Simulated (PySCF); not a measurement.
Oxygen: a sound run and one with changed settings

Sound run: O [He] 2s2 2p4, O⁺ [He] 2s2 2p3. Computed with PySCF 2.14 in 6-31G*, with no relativity, point nucleus. The sound run starts from symmetry-adapted Hartree-Fock orbitals and uses a fine grid where one is needed.

Changed run: 26 angular points. This setting is unsound on purpose.

```csv
species,method,sound run (hartree),changed run (hartree),converged
O,UHF,-74.78318,-74.78318,yes
O,BP86,-75.04889,-75.04808,yes
O,B3LYP,-75.05940,-75.05878,yes
O⁺,UHF,-74.34108,-74.34108,yes
O⁺,BP86,-74.53183,-74.53183,yes
O⁺,B3LYP,-74.54503,-74.54503,yes
```

Ionisation energy of O:

| method | sound run (eV) | changed run (eV) |
| --- | --- | --- |
| UHF | 12.030 | 12.030 |
| BP86 | 14.070 | 14.048 |
| B3LYP | 13.997 | 13.980 |

A coarse angular grid integrates products of high-l functions wrongly, so density functionals can shift, and the SCF can exploit the error; Hartree-Fock and MP2 need no grid.

For comparison, NIST gives 13.618 eV between the lowest levels.
